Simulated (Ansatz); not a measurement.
```yaml
crystal:
  periodic: [false, false, false]
  atoms:
    - {symbol: Y, position_ang: [0.010176, 0.000342, -0.347876]}
    - {symbol: N, position_ang: [-0.041385, 1.368727, 1.105133]}
    - {symbol: N, position_ang: [-0.023208, -1.370900, 1.102969]}
basis:
  gaussian: {orbitals: def2-TZVP}
magnetization: {spin_polarized: true, initial_magnetization: 3}
hamiltonian: {xc: pbe0}
relax: {f_tol: 0.004, max_steps: 80}
```

```sh
$ ansatz run in.yaml --threads 1 --pin off --events-out ev --progress --plain --max-ram 2176MiB
```

Steps of the relaxation (energy above the last step; positions in Å, forces in eV/Å):

```
3
step 1, 220.5 meV
Y     0.010    0.000   -0.348   -0.067   -0.002    2.275
N    -0.041    1.369    1.105    0.036   -0.355   -1.138
N    -0.023   -1.371    1.103    0.031    0.357   -1.137
```

```
3
step 2, 4.0 meV
Y     0.006    0.000   -0.190   -0.009    0.000    0.314
N    -0.040    1.541    1.026    0.005   -0.089   -0.157
N    -0.020   -1.543    1.024    0.004    0.090   -0.157
```

```
3
step 3, 0.1 meV
Y     0.005    0.000   -0.167    0.000    0.000    0.001
N    -0.040    1.560    1.015    0.000    0.018   -0.001
N    -0.019   -1.562    1.012    0.000   -0.018   -0.001
```

```
3
step 5, 0.0 meV
Y     0.005    0.000   -0.162    0.000    0.000    0.001
N    -0.040    1.568    1.012    0.000    0.000    0.000
N    -0.019   -1.570    1.010    0.000    0.000    0.000
```

Close pairs at the end: Y1–N3 1.959 Å, Y1–N2 1.959 Å.

A stationary point of unrestricted PBE0 after 5 steps, with ⟨S²⟩ = 3.822 against 3.75 for a pure state; no frequencies were run, so it isn't proven a minimum. 2.2 min on 1 thread of Arm Neoverse V1, shared host.
